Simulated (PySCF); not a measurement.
**CN from Hartree–Fock to correlated methods**

State: ²Σ⁺ (doublet), unpaired electrons σ ↑. Set-up: PySCF, spin-free X2C with a Gaussian nucleus, basis sets C x2c-TZVPPall, N x2c-TZVPPall. De refers to C + N in their high-spin ground configurations, without counterpoise correction. The functionals are run spin-unrestricted. A positive dipole means C(−)N(+).

```csv
Level,Re (Å),ωe (cm⁻¹),De (eV),μ (D)
ROHF,1.128,2455,3.77,-2.32
ROHF-MP2,1.191,1809,7.85,n/a
ROHF-SCS-MP2,1.186,1867,7.72,n/a
ROHF-CCSD,1.167,2141,7.01,n/a
ROHF-CCSD(T),1.178,2057,7.43,n/a
PBE,1.174,2093,8.55,-1.12
TPSS,1.172,2094,7.92,-1.18
r²SCAN,1.164,2148,7.71,-1.42
TPSSh,1.167,2130,7.64,-1.31
PBE0,1.160,2183,7.73,-1.48
B97-3,1.160,2177,7.72,-1.44
M06-2X,1.152,2243,7.67,-1.85
CAM-B3LYP,1.155,2201,7.63,-1.55
```

Problem. Which functional lies closest to ROHF-CCSD(T) in De, which farthest, and by how much do they differ from it?

Solution. Closest is CAM-B3LYP (-2.3 pm in Re, +7.0 % in ωe, +0.20 eV in De against ROHF-CCSD(T) in the same basis), farthest PBE (-0.4 pm in Re, +1.8 % in ωe, +1.12 eV in De). CCSD(T) converges more slowly with the basis than the functionals do and binds too weakly in this one, so the order can change at the basis-set limit.

Problem. What does the step from GGA to meta-GGA do here, going from PBE to r²SCAN?

Solution. r²SCAN less PBE: -1.0 pm in Re, +2.6 % in ωe, -0.84 eV in De. 

Problem. What does a tenth of exact exchange do here, going from TPSS to TPSSh?

Solution. TPSSh less TPSS: -0.5 pm in Re, +1.7 % in ωe, -0.28 eV in De. Exact exchange removes part of the self-interaction that spreads semilocal densities, and in most molecules shortens and stiffens the bond and lowers De; so it does here.

Correlated steps freeze 2 core orbitals. The CCSD T1 diagnostic is raised, a sign that a single reference may not be enough here. UHF is strongly spin-contaminated for CN, so the ROHF reference used there is far from stable. The state is the lowest determinant that a PBE0 search found; another state may lie lower at other levels.
